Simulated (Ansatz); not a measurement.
**AlO: vertical spin-state energies, by script**

Which spin state of AlO lies lowest at this geometry? A script is to give vertical spin-state energies; the system is AlO. SMILES: [O]=[Al].

Program: the Python package of Ansatz 0.2.0. Level of theory: PBE0+D3(BJ)/cc-pVDZ. These are calculated values, not measurements.

**1. The system**

Bond lengths: O1–Al2 1.639 Å.

The script holds or builds the structure itself.

**2. The script**

File alo_spin.py:

```python
"""Gap between spin states of AlO at one geometry."""

import ansatz as az

geometry_ang = [
    ("O", (0.8193, 0.0, 0.0)),
    ("Al", (-0.8193, 0.0, 0.0)),
]
system = az.Crystal.molecule()
for symbol, xyz in geometry_ang:
    system = system.atom(symbol, xyz)

calculation = (
    system.calculation()
    .basis(gaussian="cc-pVDZ")
    .functional("pbe0", dispersion="d3bj")
)
found = {}
for unpaired in [1, 3]:
    data = calculation.spin("collinear", total=unpaired).run(threads=1, pin="off").report
    s = unpaired / 2
    found[unpaired] = data["free_energy_ev"]
    print(f"2S+1 = {unpaired + 1}: E = {found[unpaired]:.5f} eV, <S^2> = {abs(data['mean_field']['state']['spin_squared']):.3f} (pure state {s * (s + 1):.2f})")
lowest = min(found, key=found.get)
for unpaired, e in found.items():
    print(f"multiplicity {unpaired + 1}: {23.060548 * (e - found[lowest]):.1f} kcal/mol above the lowest")
```

**3. What the engine is handed**

The engine receives this input (first run):

```yaml
crystal:
  periodic: [false, false, false]
  atoms:
    - { symbol: O, position_ang: [0.8193, 0.0, 0.0] }
    - { symbol: Al, position_ang: [-0.8193, 0.0, 0.0] }
basis:
  gaussian:
    orbitals: cc-pVDZ
hamiltonian:
  xc: pbe0
  dispersion: d3bj
magnetization:
  spin_polarized: true
  initial_magnetization: 1.0
```

**4. Launch**

Run with:

```bash
$ python alo_spin.py
```

**Question.** Which spin state is lowest at this geometry, and how far above lie the others?

As calculated:

| quantity | value |
| --- | --- |
| runs compared | 2 |
| lowest | run 1 (2S+1 = 2) |
| next above it by | 3.551 eV |

What this shows: In order: multiplicity 2 (+0.00 eV) and multiplicity 4 (+3.55 eV), all at the one geometry. The geometry is a force-field or estimated start, not a minimum of this method, and the basis set is short of its limit. All parts are taken at fixed geometry, without zero-point energy. The species is open-shell (spin multiplicity 2). The spin state was assumed, and another may lie lower.
